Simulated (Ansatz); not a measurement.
Ligand redistribution between two centres

Start structure (Si2H7Cl, singlet), relaxed at PBE0-D4/def2-TZVP:

```json
{"atom": "Si1", "x (Å)": "-0.1810", "y (Å)": "0.8078", "z (Å)": "-2.0991"}
{"atom": "Cl2", "x (Å)": "0.9417", "y (Å)": "-0.9088", "z (Å)": "-1.9864"}
{"atom": "H3", "x (Å)": "-0.2272", "y (Å)": "1.2391", "z (Å)": "-3.5152"}
{"atom": "H4", "x (Å)": "-1.5451", "y (Å)": "0.5137", "z (Å)": "-1.6045"}
{"atom": "H5", "x (Å)": "0.4606", "y (Å)": "1.8480", "z (Å)": "-1.2636"}
{"atom": "Si6", "x (Å)": "0.1128", "y (Å)": "-0.7036", "z (Å)": "2.0927"}
{"atom": "H7", "x (Å)": "-0.3553", "y (Å)": "0.2730", "z (Å)": "1.0763"}
{"atom": "H8", "x (Å)": "0.9111", "y (Å)": "0.0104", "z (Å)": "3.1214"}
{"atom": "H9", "x (Å)": "0.9478", "y (Å)": "-1.7417", "z (Å)": "1.4418"}
{"atom": "H10", "x (Å)": "-1.0654", "y (Å)": "-1.3379", "z (Å)": "2.7365"}
```

The step: SiH₃Cl ([SiH3][Cl]) + SiH₄ → SiH₃Cl ([SiH3][Cl]) + SiH₄; bonds formed: Si1–H7, Cl2–Si6; bonds broken: Si1–Cl2, Si6–H7. Computed with Ansatz 0.2.0 (basis: def2-TZVPP and def2-QZVPP); correlated methods freeze the cores. Extrapolation: Hartree–Fock as exp(−7.88 √X), correlation as X^−2.97. Energies below are by CCSD(T) at an estimated basis limit (MP2 extrapolated from triple and quadruple zeta, plus CCSD(T) − MP2 in triple zeta).

Task: What are the electronic barrier and the energy of the step, from the start structure to the end structure? (Judge from chemistry; the value comes from the calculation.)

Result: By the calculation: Barrier 2.048 eV; step energy 0.000 eV (both ends alike: a degenerate step); reverse barrier, their difference, 2.048 eV. Barrier and step energy count from the start structure, the reverse barrier from the end structure.

The saddle point: One imaginary mode of 393i cm⁻¹.
```tsv
pair	start (Å)	saddle (Å)	end (Å)
Si1–H7	3.22	1.69	1.49
Cl2–Si6	4.17	2.31	2.05
Si1–Cl2	2.05	2.31	4.16
Si6–H7	1.49	1.69	3.22
```

Zero-point energy (harmonic, PBE0-D4): ZPE is 1.574 eV at the start and 1.602 eV at the saddle, so the barrier goes from 2.048 to 2.076 eV.

No T1 diagnostic of these runs exceeds 0.012. The start structure is not quite a true minimum (one mode of 54i cm⁻¹). The end structure is not quite a true minimum (one mode of 56i cm⁻¹).

Ligand swaps between two centres remove the fluorinated layer in thermal atomic layer etching, and scramble precursors in the gas phase.

Labels in which every atom is bracketed show which atoms are joined, not bond orders.

For scale, one of the runs: CCSD(T)/def2-TZVPP, 224 basis functions, launched by `ansatz run in.yaml --threads 4 --pin off --events-out ev --progress --plain --max-ram 9574MiB`. Hardware: 4 CPU threads of an Arm Neoverse V1, shared host. Wall time 37 s; peak host memory 3.2 GiB.
